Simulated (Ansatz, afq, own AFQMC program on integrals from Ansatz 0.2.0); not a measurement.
## Where AFQMC and coupled cluster stand for BNH2, singlet

```yaml
atoms:
  - { symbol: B, position_ang: [0.0000, 0.0000, 1.1994] }
  - { symbol: N, position_ang: [0.0000, 0.0000, -0.7406] }
  - { symbol: H, position_ang: [0.0000, 0.8509, -1.2870] }
  - { symbol: H, position_ang: [0.0000, -0.8509, -1.2870] }
```

Connectivity, by distances: B ··· NH2.

Basis cc-pVDZ. Only valence electrons are correlated. Ansatz 0.2.0 and our own AFQMC program on the same integrals; the CISD trial comes from CCSD amplitudes, and released means the phaseless constraint is let go. Uncertainties: one standard error, sampling alone.

Determinant: UHF, the one that the program's search chose, which needn't be the lowest solution. The geometry is a point of a scan.

No full CI on the walks' own integrals is used here; CCSDT(Q) serves as the reference and is uncertain by about the last step of the cluster series.

Cautions: higher spins were not checked; an unrestricted solution with more broken spin lies lower (32 meV, ⟨S²⟩ 0.21), while this determinant keeps restricted orbitals; strong correlation (T1 0.035, weight of the determinant 0.85, largest double 0.09).

- T1 diagnostic: 0.0353
- weight of the determinant in the CISD state: 0.846
- ⟨S²⟩ of the determinant: 0.000
- size of the correlated space: 10 electrons in 36 orbitals

| level | correlation energy (eV) |
| --- | --- |
| MP2 | -6.6079 |
| CCSD | -7.4293 |
| CCSD(T) | -7.7182 |

**Question.** Estimate where AFQMC with the constraint released lies against CCSD(T) on the same integrals.

**Answer.** 111.6 ± 28.8 meV below CCSD(T).

Reference: CCSDT(Q), correlation energy -7.794 eV. The released energy is read at 1.62 1/Eh, later times being too noisy (meV from the phaseless value at times in 1/Eh: 6 ± 19 at 0.24, 41 ± 23 at 0.51, 13 ± 26 at 0.99, -19 ± 29 at 1.62, 8 ± 54 at 2.40).

```json
{"level": "CCSD(T)", "E − E(reference) (meV)": "76.0", "share of correlation (%)": "99.03"}
{"level": "CCSDT", "E − E(reference) (meV)": "39.7", "share of correlation (%)": "99.49"}
{"level": "ph-AFQMC/HF", "E − E(reference) (meV)": "-79.1 ± 60.8", "share of correlation (%)": "101.01"}
{"level": "ph-AFQMC/CISD", "E − E(reference) (meV)": "-16.3 ± 23.8", "share of correlation (%)": "100.21"}
{"level": "released AFQMC", "E − E(reference) (meV)": "-35.6 ± 28.8", "share of correlation (%)": "100.46"}
```

A walk keeps the symmetry of its determinant, which the program's search chose and which needn't be the lowest solution, so a lower state of the same spin and another symmetry isn't excluded. Released energies are given only where the last usable release times agree within the noise; a slower fall can still hide under it.
